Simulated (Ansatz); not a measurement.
A run for Ansatz (a first-principles code): U-PBE/def2-TZVPPD on C2H5 (SMILES [CH2]C), 2S+1 = 2. Files ending in .json are basis or fitting sets from the Basis Set Exchange.

Ansatz 0.2 input:
```yaml
crystal:
  periodic: [false, false, false]
  atoms:
    - {symbol: C, position_ang: [-0.25871900, -0.81682900, 0.00000000]}
    - {symbol: C, position_ang: [-0.25098700, 0.67419100, 0.00000000]}
    - {symbol: H, position_ang: [0.75883000, -1.22593900, 0.00000000]}
    - {symbol: H, position_ang: [-0.75883000, -1.21386600, 0.88341900]}
    - {symbol: H, position_ang: [-0.75883000, -1.21386600, -0.88341900]}
    - {symbol: H, position_ang: [-0.17002100, 1.22593900, -0.92432000]}
    - {symbol: H, position_ang: [-0.17002100, 1.22593900, 0.92432000]}
basis:
  gaussian:
    orbitals: def2-TZVPPD.json
hamiltonian:
  xc: {name: PBE}
magnetization: {spin_polarized: true, initial_magnetization: 1}
```

Program output:

```
WARN ansatz: RAYON_NUM_THREADS=1 ignored (pool sized by the plan → 1); use --threads N
Functional definition: PBE
integrals: 0.03 GiB planned
643 factors; their error is unknown
mean field: 0.56 GiB planned
mean field evaluation 1: about -2142.8228 eV, gradient 4.2e1 eV
mean field evaluation 2: about -2130.1907 eV, gradient 6.2e1 eV
mean field evaluation 4: about -2151.4952 eV, gradient 2.3e0 eV
mean field evaluation 8: about -2151.4930 eV, gradient 5.4e-2 eV
mean field evaluation 16: about -2151.4930 eV, gradient 7.1e-5 eV
mean field -2151.49303021 eV, -79.0659105258 hartree, gradient 7.1e-5 eV, S^2 0.753733; 0 other end points of the search recorded, 0 dependent functions left out
reference -2151.49306769 eV, -79.0659119032 hartree; 9, 8 occupied and 150, 151 virtual orbitals, 643 factors
Total energy: -2151.49306769 eV, -79.0659119032 hartree
```

The calculation finished and met its thresholds.

Cost: roughly 2.5 core-seconds.
